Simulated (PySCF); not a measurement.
Potential energy of AlC along the bond

Set-up: PySCF, no relativity, basis sets Al 3-21G, C 3-21G. Energies in eV from Al + C in their ground configurations at the same level. State: ⁴Σ⁻ (quartet), unpaired electrons σ ↑, π ↑↑.

All columns are PBE0. A positive dipole means Al(−)C(+).

```tsv
R (Å)	E (eV)	μ (D)	Mulliken charge on Al (basis-dependent)	HOMO (eV)	LUMO (eV)	Mayer bond order	⟨S²⟩
1.751	-2.613	-0.56	0.45	-6.24	-3.11	1.27	3.75
1.832	-3.010	-0.77	0.45	-6.28	-2.93	1.24	3.75
1.914	-3.228	-1.00	0.44	-6.31	-2.78	1.21	3.75
1.975	-3.305	-1.17	0.43	-6.32	-2.68	1.19	3.75
2.036	-3.324	-1.35	0.43	-6.33	-2.59	1.17	3.75
2.097	-3.300	-1.54	0.42	-6.32	-2.51	1.15	3.75
2.179	-3.218	-1.79	0.41	-6.31	-2.43	1.13	3.75
2.280	-3.059	-2.12	0.40	-6.26	-2.36	1.11	3.75
2.402	-2.821	-2.50	0.39	-6.00	-2.32	1.09	3.75
2.565	-2.470	-2.99	0.37	-5.70	-2.30	1.07	3.75
```

A fit through these points gives, at Re = 2.030 Å, μ = -1.34 D and dμ/dR = -3.01 D/Å; the reduced mass is 8.306 u.

Question: How strong is the fundamental in the double-harmonic approximation, I = 42.26·(dμ/dR)²/μred km/mol?

Answer: I = 42.26·(-3.01)²/8.306 = 46.1 km/mol at PBE0.

3-21G is very small, so such numbers show the basis as much as the molecule. The state is the lowest determinant that a PBE0 search found; another state may lie lower at other levels.
